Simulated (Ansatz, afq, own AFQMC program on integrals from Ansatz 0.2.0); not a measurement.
## NH$_{2}$O, quartet: AFQMC among the cluster methods

```json
{"atom": "O", "x (Å)": "-1.1529", "y (Å)": "-0.0292", "z (Å)": "0.0000"}
{"atom": "H", "x (Å)": "-1.4022", "y (Å)": "0.8974", "z (Å)": "0.0000"}
{"atom": "H", "x (Å)": "0.2041", "y (Å)": "-0.0292", "z (Å)": "0.0000"}
{"atom": "N", "x (Å)": "1.4031", "y (Å)": "-0.0292", "z (Å)": "0.0000"}
```

Connectivity, by distances: OH ··· NH.

Basis cc-pVTZ. Noble-gas cores (and the filled d shells of Ga–Kr and In–Xe) are frozen. Integrals, coupled cluster, full CI and functionals: Ansatz 0.2.0; the random walks run on the same integrals in our own AFQMC program. The CISD trial takes its coefficients from CCSD amplitudes. Released means that phaseless walkers are propagated on without the constraint, phases kept. Uncertainties: one standard error, sampling alone.

Determinant: UHF, the one that the program's search chose, which needn't be the lowest solution. The geometry is a point of a scan.

No full CI on the walks' own integrals is used here; CCSDT(Q) serves as the reference and is uncertain by about the last step of the cluster series.

Cautions: lower spins were not checked; unrestricted determinant slightly spin contaminated (⟨S²⟩ 3.83 against 3.75); the ph-AFQMC/CISD walk drifts between its halves (2.4 errors).

- T1 diagnostic: 0.0320
- weight of the determinant in the CISD state: 0.869
- ⟨S²⟩ of the determinant: 3.831
- size of the correlated space: 13 electrons in 86 orbitals

Reference: CCSDT(Q), correlation energy -11.121 eV. The released energy is read at 1.62 1/Eh, later times being too noisy (meV from the phaseless value at times in 1/Eh: -14 ± 4 at 0.24, -24 ± 4 at 0.51, -38 ± 6 at 0.99, -31 ± 6 at 1.62, -39 ± 12 at 2.40).

```csv
level,E − E(reference) (meV),share of correlation (%)
HF,11121.1,0.00
MP2,1332.9,88.01
CCSD,405.1,96.36
CCSD(T),51.5,99.54
CCSDT,20.5,99.82
ph-AFQMC/CISD,30.6 ± 5.3,99.72
released AFQMC,0.1 ± 6.5,100.00
```

A walk keeps the symmetry of its determinant, which the program's search chose and which needn't be the lowest solution, so a lower state of the same spin and another symmetry isn't excluded. Released energies are given only where the last usable release times agree within the noise; a slower fall can still hide under it.
